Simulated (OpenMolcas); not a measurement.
# C2H5F (SMILES CCF) at 6 levels

Wanted: a comparison of 6 runs (HF/3-21G, BHLYP/aug-cc-pVDZ, BLYP/aug-cc-pVDZ, M06-L/aug-cc-pVDZ, revPBE/aug-cc-pVDZ, MP2/aug-cc-pVDZ) of C2H5F. 

The results are computed with OpenMolcas 26.06.

## 1. The structure to begin with

C2H5F: 8 atoms, total charge 0, spin state singlet. As SMILES, `CCF`. The C1–H5 distance was set to 1.637 Å, away from the relaxed value. At this shape a bond of the SMILES string is far longer than usual.

Bond lengths: C1–C2 1.504 Å, C2–F3 1.386 Å, C1–H4 1.093 Å, C1–H6 1.091 Å, C2–H7 1.094 Å, C2–H8 1.094 Å. Angles: C1–C2–F3 110.1°, C1–C2–H7 111.6°, C1–C2–H8 111.6°, F3–C2–H7 107.4°, F3–C2–H8 107.4°, C2–C1–H4 109.9°, C2–C1–H6 110.8°, H7–C2–H8 108.6°, H4–C1–H6 108.4°. A long bond or contact: C1–H5 1.637 Å.

## 2. A single-point energy at HF/3-21G (run 1)

Contents of job.inp:

```
* C2H5F Hartree-Fock

&GATEWAY
  BasLib
  $CurrDir
  Coord
  8
  angstrom
  C       -0.656833       0.351117       0.183265
  C        0.153267      -0.814883       0.678365
  F        1.438167      -0.402183       0.994365
  H       -1.669033       0.021617      -0.064735
  H        0.018600       0.998500      -1.160400
  H       -0.725433       1.127217       0.947665
  H        0.238867      -1.597283      -0.081935
  H       -0.281433      -1.251783       1.582665
  Basis
  3-21G
  Group
  NoSym

&SEWARD

&SCF
  Thresholds
  1e-10 1e-07 1e-07 1e-05
  PrOrbitals
  0
```

The basis set 3-21G is read from a file made from the Basis Set Exchange's data (not shown).

Launch:

```bash
export MOLCAS_MEM=1860
pymolcas job.inp > job.log
```

Standard output:

```text
--- Start Module: gateway ---
[...]
--- Stop Module: gateway /rc=_RC_ALL_IS_WELL_ ---
--- Start Module: seward ---
[...]
      Basis functions           37
--- Stop Module: seward /rc=_RC_ALL_IS_WELL_ ---
--- Start Module: scf ---
[...]
       Convergence after  13 Iterations
[...]
::    Total SCF energy                               -177.0223824577
[...]
      Total spin, S                                     0.0000000000
[...]
      Total electronic charge=   26.000000
      Total            charge=   -0.000000
[...]
      Dipole Moment (debye):
      Origin of the operator (angstrom)=    0.3923   -0.2896    0.6342
                   X= -2.2705E+00               Y= -7.7562E-01               Z= -6.2894E-02           Total=  2.4001E+00
      Quadrupole Moment (debye*angstrom):
[...]
--- Stop Module: scf /rc=_RC_ALL_IS_WELL_ ---
[...]
```

Wall time 1.3 s (1 thread of Intel Xeon 6975P-C (Granite Rapids), shared host); peak memory 0.37 GiB.

## 3. The energy at BHLYP/aug-cc-pVDZ (run 2)

Contents of struct.xyz:

```xyz
8

C     -0.656833     0.351117     0.183265
C      0.153267    -0.814883     0.678365
F      1.438167    -0.402183     0.994365
H     -1.669033     0.021617    -0.064735
H      0.018600     0.998500    -1.160400
H     -0.725433     1.127217     0.947665
H      0.238867    -1.597283    -0.081935
H     -0.281433    -1.251783     1.582665
```

Contents of run.inp:

```
&GATEWAY
  BASLIB=$CurrDir
  COORD=struct.xyz
  BASIS=aug-cc-pVDZ
  GROUP=NoSym

&SEWARD
  GRIDINPUT
  Grid=UltraFine
  End of Grid

&SCF
  KSDFT=HYB_GGA_XC_BHANDHLYP
  THRESHOLDS=1e-10 1e-07 1e-07 1e-05
  PRORBITALS=1
```

The basis set aug-cc-pVDZ is read from a file made from the Basis Set Exchange's data (not shown).

Launch:

```bash
export MOLCAS_MEM=1860
pymolcas run.inp > run.log
```

Standard output:

```text
--- Start Module: gateway ---
[...]
--- Stop Module: gateway /rc=_RC_ALL_IS_WELL_ ---
--- Start Module: seward ---
[...]
      Basis functions          114
--- Stop Module: seward /rc=_RC_ALL_IS_WELL_ ---
[...]
--- Start Module: scf ---
[...]
       Convergence after  12 Iterations
[...]
::    Total KS-DFT energy                            -178.9124950999
[...]
      Total spin, S                                     0.0000000000
[...]
      Total electronic charge=   26.000000
      Total            charge=   -0.000000
[...]
      Dipole Moment (debye):
      Origin of the operator (angstrom)=    0.3923   -0.2896    0.6342
                   X= -2.0764E+00               Y= -7.1815E-01               Z= -9.9334E-03           Total=  2.1971E+00
      Quadrupole Moment (debye*angstrom):
[...]
--- Stop Module: scf /rc=_RC_ALL_IS_WELL_ ---
[...]
```

It took 40 s on 1 thread of Intel Xeon 6975P-C (Granite Rapids), shared host; peak memory 0.69 GiB.

Runs 3 to 5 aren't shown in full; the table further down has their settings and results.

## 4. A single-point energy at MP2/aug-cc-pVDZ (run 6)

Contents of geom.xyz:

```xyz
8

C     -0.656833     0.351117     0.183265
C      0.153267    -0.814883     0.678365
F      1.438167    -0.402183     0.994365
H     -1.669033     0.021617    -0.064735
H      0.018600     0.998500    -1.160400
H     -0.725433     1.127217     0.947665
H      0.238867    -1.597283    -0.081935
H     -0.281433    -1.251783     1.582665
```

Contents of test.input:

```
* C2H5F MP2
>>> EXPORT MOLCAS_PRINT=2
&gateway
baslib = $CurrDir
coord = geom.xyz
basis = aug-cc-pVDZ
group = NoSym
&seward
&scf
thresholds = 1e-10 1e-07 1e-07 1e-05
prorbitals = 1 1
&mbpt2
frozen = 3
```

The basis set aug-cc-pVDZ is read from a file made from the Basis Set Exchange's data (not shown).

Launch:

```bash
export MOLCAS_MEM=1860
pymolcas test.input > test.log
```

Standard output:

```text
--- Start Module: gateway ---
[...]
--- Stop Module: gateway /rc=_RC_ALL_IS_WELL_ ---
[...]
      Basis functions          114
[...]
--- Start Module: scf ---
[...]
       Convergence after  13 Iterations
[...]
::    Total SCF energy                               -178.0206518140
[...]
      Total spin, S                                     0.0000000000
[...]
      Total electronic charge=   26.000000
      Total            charge=   -0.000000
[...]
      Dipole Moment (debye):
      Origin of the operator (angstrom)=    0.3923   -0.2896    0.6342
                   X= -2.2108E+00               Y= -8.1369E-01               Z=  9.0047E-02           Total=  2.3575E+00
      Quadrupole Moment (debye*angstrom):
[...]
--- Stop Module: scf /rc=_RC_ALL_IS_WELL_ ---
[...]
--- Start Module: mbpt2 ---
[...]
WARNING!
Default frozen orbitals as non valence orbitals is overwritten by user input.
Default values:   3
[...]
       Reference weight ( Cref**2 )         =        0.86540
::    Total MBPT2 energy                             -178.5335182812
[...]
      Total MBPT2 calculations                           0.52      0.59
--- Stop Module: mbpt2 /rc=_RC_ALL_IS_WELL_ ---
[...]
```

Run time: 14 s. Hardware: 1 thread of Intel Xeon 6975P-C (Granite Rapids), shared host; peak memory 0.69 GiB.

## 5. All runs side by side

```
run               level  integration grid  frozen core orbitals  energy (Eh)  dipole moment (D) of the reference  HOMO energy (eV)  LUMO energy (eV)  wall time
  1            HF/3-21G                 –                     –  -177.022382                                2.40            -11.54              4.39      1.3 s
  2   BHLYP/aug-cc-pVDZ         UltraFine                     –  -178.912495                                2.20             -9.94             -0.06       40 s
  3    BLYP/aug-cc-pVDZ         UltraFine                     –  -178.953028                                2.01             -7.40             -1.51       45 s
  4   M06-L/aug-cc-pVDZ         UltraFine                     –  -178.978942                                1.97             -7.66             -1.07       62 s
  5  revPBE/aug-cc-pVDZ         UltraFine                     –  -178.955717                                1.95             -7.43             -1.49       41 s
  6     MP2/aug-cc-pVDZ                 –                     3  -178.533518                                2.36            -11.66              0.91       14 s
```

## 6. What came out

| quantity | value |
| --- | --- |
| run 6: total energy | -178.53352 Eh |
| run 6: dipole moment (mean-field density) | 2.36 D |
| run 6: HOMO energy (Hartree–Fock orbitals) | -11.66 eV |
| run 6: LUMO energy (Hartree–Fock orbitals) | 0.91 eV |
| run 6: HOMO–LUMO gap (Hartree–Fock orbitals) | 12.57 eV |
| run 6: correlation energy (3 core orbitals frozen) | -512.9 mEh |

**Reading.** Over runs 1, 2, 3, 4, 5 the dipole moment (its size) runs from 1.95 D (revPBE/aug-cc-pVDZ) to 2.40 D (HF/3-21G). The two ends differ in method and basis. Over runs 1, 2, 3, 4, 5 the HOMO–LUMO gap runs from 5.89 eV (BLYP/aug-cc-pVDZ) to 15.93 eV (HF/3-21G). Totals of different functionals can't be ranked against each other. All runs together took 3.4 min, the longest 62 s.
